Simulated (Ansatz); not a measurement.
Species: CH$_{4}$O, SMILES `CO` (charge 0, multiplicity 1).

Give a relaxed geometry from PBE-D3(BJ)/def2-SVP (Ansatz, a first-principles code).

the end point of this relaxation (outside a Z-matrix the atoms follow the SMILES, hydrogens last).
Bonded distances (Å): C1–O2 1.410, C1–H3 1.118, C1–H4 1.118, C1–H5 1.109, O2–H6 0.973. Angles (°): O2–C1–H3 113.7, O2–C1–H4 113.7, O2–C1–H5 107.5, H3–C1–H4 107.5, H3–C1–H5 107.0, H4–C1–H5 107.0, C1–O2–H6 107.3.
